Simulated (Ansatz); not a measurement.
**Forms of SiH2 and their order**

Ansatz 0.2.0, functionals in def2-QZVPP, HF, MP2 and coupled cluster extrapolated from def2-TZVPP and def2-QZVPP (exp(−7.88 √X), X^−2.97); geometries are PBE0/def2-TZVP minima. Wave-function levels freeze the cores; HF, MP2 and coupled cluster are restricted for singlets and unrestricted otherwise, Kohn–Sham unrestricted where that lies lower. The best estimate adds to that CCSD(T) limit the step from CCSD(T) to the highest level run in a smaller set (CCSDT(Q)/cc-pVTZ, full CI/cc-pVTZ). It lacks core correlation, which semilocal and hybrid functionals hold and which counts in their errors here, (a few kJ/mol in atomization energies of light atoms) is good to about 1 kcal/mol where the step is under 0.06 eV, as here, and is no measured value. Energies are electronic, without zero-point terms. No spin–orbit coupling and no scalar relativity. The species are chosen: bound, without strong static correlation by their natural occupations or amplitudes, and with a ladder that closes on the reference, so errors are smaller than for species at large; levels whose determinant breaks symmetry or spin markedly are left out.

A. singlet; Si–H 1.526, angle at Si 91°. Coordinates (Å): Si 0.000 -0.071 0.000; H 0.000 0.996 -1.090; H 0.000 0.996 1.090
B. triplet; Si–H 1.486, angle at Si 119°. Coordinates (Å): Si 0.000 -0.051 0.000; H 0.000 0.707 -1.278; H 0.000 0.707 1.278

Question: From bonding and spin, estimate the order of these in energy at the best estimate, each at its own geometry.

Answer: At the best estimate, above the lowest of those listed: A (0.000 eV), B (0.890 eV).

```
            level  B less A (eV)
the best estimate          0.890
              MP2          0.768
             CCSD          0.871
          CCSD(T)          0.887
              PBE          0.702
             BLYP          0.928
           B97M-V          0.903
             PBE0          0.648
          wB97M-V          1.045
```

Every level shown puts the same form lowest.

The geometries are PBE0's.
